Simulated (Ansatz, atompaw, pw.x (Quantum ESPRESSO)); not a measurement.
**pw.x on sc Al: one setting changed**

Potential: PAW, atompaw 4.2.0.5, PBEsol; core [Ne], reference 3s2 3p1; waves: 3s (bound): rc 2.85 bohr; 3s channel at 1.9 Ry: rc 2.85 bohr; 3p (bound): rc 2.85 bohr; 3p channel at 0.35 Ry: rc 2.85 bohr; 3d channel at 0.15 Ry: rc 2.35 bohr; local part: troulliermartins scheme with l = 3 at -0.5 Ry, radius 1.85 bohr; core correction: smooth core density matched at 2.05 bohr; augmentation: sinc compensation charge, radius 2.70 bohr; PAW radius 2.85 bohr; waves and projectors: custom rrkj gramschmidtortho.

The reference run (k-mesh 12³, cutoffs 40/400 Ry, Fermi–Dirac 0.01 Ry, mixing_beta 0.4, conv_thr 1e-9, no spin) gives 0.22 GPa at 19.657 Å³/atom, where all-electron LAPW gives 0.19 GPa. This run, with its own iteration cap, changes degauss to 0.02.

```
&control
  calculation='scf', prefix='x', pseudo_dir='./', outdir='./tmp', tstress=.true., disk_io='none'
/
&system
  ibrav=0, nat=1, ntyp=1, ecutwfc=40, ecutrho=400, nbnd=8,
  occupations='smearing', smearing='fd', degauss=0.02
/
&electrons
  conv_thr=1e-09, mixing_beta=0.4, electron_maxstep=70
/
ATOMIC_SPECIES
Al 1.0 Al.UPF
CELL_PARAMETERS angstrom
  2.69881063 0.00000000 0.00000000
  0.00000000 2.69881063 0.00000000
  0.00000000 0.00000000 2.69881063
ATOMIC_POSITIONS crystal
Al 0.0000 0.0000 0.0000
K_POINTS automatic
12 12 12 0 0 0
```

```bash
pw.x < Al.scf.in > Al.scf.out
```

Question: How does the run end?

Answer: It converges in 5 iterations; the free energy moves by -46.0 meV/atom and the pressure by +0.31 GPa. In a metal, with Fermi–Dirac smearing, F lies below its zero-width value by a term in the square of the width.

```
Message from routine setup:
     using ibrav=0 with symmetry is DISCOURAGED, use correct ibrav instead
     lattice parameter (alat)  =       5.1000  a.u.
     unit-cell volume          =     132.6520 (a.u.)^3
     number of electrons       =         3.00
     number of Kohn-Sham states=            8
     kinetic-energy cutoff     =      40.0000  Ry
     charge density cutoff     =     400.0000  Ry
     scf convergence threshold =      1.0E-09
     Exchange-correlation= SLA PW PSX PSC
     number of k points=    84  Fermi-Dirac smearing, width (Ry)=  0.0200
     iteration #  1     ecut=    40.00 Ry     beta= 0.40
     total energy              =     -38.49170608 Ry
     estimated scf accuracy    <       0.00556544 Ry
     iteration #  2     ecut=    40.00 Ry     beta= 0.40
     total energy              =     -38.49057363 Ry
     estimated scf accuracy    <       0.00183251 Ry
     iteration #  3     ecut=    40.00 Ry     beta= 0.40
     total energy              =     -38.49063429 Ry
     estimated scf accuracy    <       0.00000920 Ry
     iteration #  4     ecut=    40.00 Ry     beta= 0.40
     total energy              =     -38.49063521 Ry
     estimated scf accuracy    <       0.00000058 Ry
     iteration #  5     ecut=    40.00 Ry     beta= 0.40
     the Fermi energy is     5.6776 ev
!    total energy              =     -38.49063524 Ry
     estimated scf accuracy    <          8.1E-10 Ry
     smearing contrib. (-TS)   =      -0.00890586 Ry
     convergence has been achieved in   5 iterations
          total   stress  (Ry/bohr**3)                   (kbar)     P=        5.31
     Message from routine punch:
     Nothing written, as per user request (disk_io='none')
```

The run took about 8.2 s on one core of a shared server CPU.
